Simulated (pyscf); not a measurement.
# 1,1-elimination: `[CH3][CH2][GaH2]` → `[CH3][CH2][Ga]` [singlet] + `[H][H]`

Gas phase, singlet surface, charge 0. Bonds broken: Ga3–H9, Ga3–H10. Bonds formed: H9–H10. PySCF, gas phase, ωB97X-D3(BJ)/def2-SVP geometries.

Transition state (Å):

```xyz
10

C     -1.3123     1.0495    -0.2204
C      0.0240     0.3264    -0.0191
Ga    -0.1173    -1.5444     0.6070
H     -1.9031     0.5767    -1.0192
H     -1.9279     1.0428     0.6941
H     -1.1510     2.1069    -0.4911
H      0.6539     0.8628     0.7076
H      0.5923     0.2890    -0.9641
H     -1.2082    -2.0840    -0.7796
H     -0.7914    -2.8966     0.1983
```

One imaginary mode, 1427i cm⁻¹; descent along it reached the two sides named.

```json
[
 {"bond": "Ga3–H9", "change": "breaks", "reactant side (Å)": "1.575", "saddle": "1.845", "product side": "3.0"},
 {"bond": "Ga3–H10", "change": "breaks", "reactant side (Å)": "1.574", "saddle": "1.565", "product side": "2.9"},
 {"bond": "H9–H10", "change": "forms", "reactant side (Å)": "2.7", "saddle": "1.338", "product side": "0.761"}
]
```

Electronic energies relative to the reactant's lowest minimum found (eV):

| level | barrier | reaction energy | reverse barrier |
|---|---|---|---|
| ωB97X-D3(BJ)/def2-TZVP | 2.85 | +0.93 | 1.93 |
| PBE/def2-TZVP | 2.27 | +0.75 | 1.52 |
| r²SCAN/def2-TZVP | 2.46 | +0.95 | 1.51 |
| B3LYP-D3(BJ)/def2-TZVP | 2.51 | +0.66 | 1.85 |
| PBE0-D3(BJ)/def2-TZVP | 2.55 | +0.89 | 1.65 |
| M06-2X/def2-TZVP | 2.70 | +0.72 | 1.98 |
| ωB97M-D3(BJ)/def2-TZVP | 2.71 | +0.79 | 1.93 |
| HF/def2-TZVP | 3.37 | +0.86 | 2.52 |

With ωB97M-D3(BJ)/def2-TZVP energies and thermal terms (ideal gas, 1 atm, RRHO with modes under 100 cm⁻¹ raised to 100, one conformer, R ln 2 for chiral ones without a mode under 150 cm⁻¹), in eV:

| T (K) | ΔH‡ | ΔG‡ | ΔH | ΔG |
|---|---|---|---|---|
| 298 | 2.63 | 2.64 | +0.72 | +0.37 |
| 600 | 2.62 | 2.66 | +0.74 | 0.00 |
| 900 | 2.60 | 2.68 | +0.72 | -0.37 |
| 1200 | 2.58 | 2.71 | +0.69 | -0.73 |

H₃C–CH₂–GaH₂ lies 0.47 eV over its isomer H₃C–GaH–CH₃ (electronic energy, ωB97M-D3(BJ)/def2-TZVP). One saddle was located; it need not be the lowest between these sides. Elements up to Kr have no core potential and no relativistic terms here.
